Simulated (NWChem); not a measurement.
Species: nitrogen (N₂); SMILES N#N

Computed with NWChem. Pople sets run with spherical d functions. Each level has its own optimisation; frequencies are unscaled.

```
level                                 r N–N (Å)  highest harmonic frequency (cm⁻¹)  zero-point energy (kcal/mol)
------------------------------------  ---------  ---------------------------------  ----------------------------
Hartree-Fock/STO-3G                       1.134                               2670                           3.8
Hartree-Fock/3-21G                        1.083                                  ?                           3.7
Hartree-Fock/6-31G*                       1.078                               2762                           3.9
B3LYP/6-31G*                              1.105                               2458                           3.5
LDA (Slater exchange, VWN5)/def2-SVP      1.106                               2439                           3.5
PBE/def2-SVP                              1.112                               2394                           3.4
BLYP/def2-SVP                             1.113                               2369                           3.4
PBE0/def2-SVP                             1.098                               2530                           3.6
```

Task: Complete the blanks.

Result: 
- Hartree-Fock/3-21G, highest harmonic frequency (cm⁻¹): 2613
